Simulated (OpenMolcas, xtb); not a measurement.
**SiH4O (SMILES O[SiH3]): the HOMO–LUMO gap, rung by rung**

SiH4O has 6 atoms, charge 0, and is taken as a singlet. SMILES: `O[SiH3]`. The shape is that of a PBE0-D4/def2-TZVP optimisation.

Each level gives the HOMO–LUMO gap (eV). The values are calculated.

```csv
level,kind,program,value (eV),CPU time
GFN0-xTB,semi-empirical,xtb,5.82,under 2 s
HF/cc-pVTZ,Hartree–Fock,OpenMolcas,15.72,20 s
SVWN5/cc-pVTZ,LDA,OpenMolcas,6.34,35 s
BLYP/cc-pVTZ,GGA,OpenMolcas,6.46,46 s
TPSS/cc-pVTZ,meta-GGA,OpenMolcas,6.91,65 s
M06-2X/cc-pVTZ,hybrid meta-GGA,OpenMolcas,11.14,58 s
B2PLYP/cc-pVTZ,double hybrid,OpenMolcas,11.46,37 s
```

The values span 5.82 to 15.72 eV. Orbital gaps aren't excitation energies, and those of double hybrids come from the SCF part alone; they tend to grow with the share of exact exchange. CPU times are rough (shared hosts, several kinds of processor and program).
